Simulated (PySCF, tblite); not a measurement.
# CBF₃N−, a complex of two parts as drawn: NMR shifts, interaction energy, infrared bands, spin-spin couplings and core binding energies

An exercise on one series of results from a longer session: the logs are not shown, and one member is left open.

Computed with tblite 0.8.0 and PySCF 2.14.0; each step states its level. No surroundings beyond the atoms listed, unless a continuum is named. Atoms count from 0, parts from 1.

### The system as given

6 atoms, charge -1, multiplicity 1; geometry: rigid parts in contact. Parts: 1 = atoms 0–3, `FB(F)F`, charge 0; 2 = atoms 4–5, `[C-]#N`, charge -1.

The first run:

Job settings and geometry (Å):

```
{"job": {"kind": "dock", "xc": "GFN2-xTB", "basis": "xTB"}, "charge": -1, "multiplicity": 1, "parts": [{"atoms": "0-3", "charge": 0, "multiplicity": 1}, {"atoms": "4-5", "charge": -1, "multiplicity": 1}]}
F      1.161567    -0.577133     0.093298
B     -0.000007    -0.000017     0.000158
F     -1.079482    -0.720569    -0.080918
F     -0.082079     1.297719    -0.012538
C     -0.953472     0.639117     2.745937
N     -0.806038     1.758208     3.153524
```

Level: GFN2-xTB search for minima from random contacts, gas phase.

On the command line:

```
OMP_NUM_THREADS=1 python cluster_run.py task.json out
```

The driver reads the jobs from task.json and runs them one after another.

Among the steps run: Search for minima with GFN2-xTB; Relaxing the molecule at PBE0-D3(BJ)/def2-SVPD; Shielding tensors: PBE0/aug-pcSseg-2; Coupled-cluster interaction energy: CCSD(T) and MP2.

One table of the session follows, with a row left open; its other results are not shown here.

It belongs to the step «Coupled-cluster interaction energy: CCSD(T) and MP2». 

| method | interaction energy (kcal/mol) |
| --- | --- |
| HF/aug-cc-pVDZ | -94.18 |
| MP2/aug-cc-pVDZ | -92.10 |
| CCSD/aug-cc-pVDZ | -91.83 |
| CCSD(T)/aug-cc-pVDZ | -90.81 |
| HF/aug-cc-pVQZ | -94.22 |
| MP2/aug-cc-pVQZ | -96.29 |
| SCS-MP2/aug-cc-pVQZ | -94.94 |
| MP2, extrapolated | ? |
| CCSD(T), limit estimate | -95.91 |

**Question.** Estimate the row for MP2, extrapolated.

The run gave: interaction energy (kcal/mol): -97.20. In the column «interaction energy (kcal/mol)» it is the lowest.

At this geometry B1 and C4 of different parts are bonded (1.64 Å), so this energy is mostly that of cutting a chemical bond between strained fragments, not an intermolecular interaction.

Limits of these values: The interaction energy leaves out the deformation of the parts, 44.47 kcal/mol at MP2. So large a deformation means that a part is far from its own minimum, so a sum across the two methods would be rough. The parts are strongly deformed in the cluster, so the interaction energy holds bonds cut by the partition and is not to be read as the attraction of intact molecules.
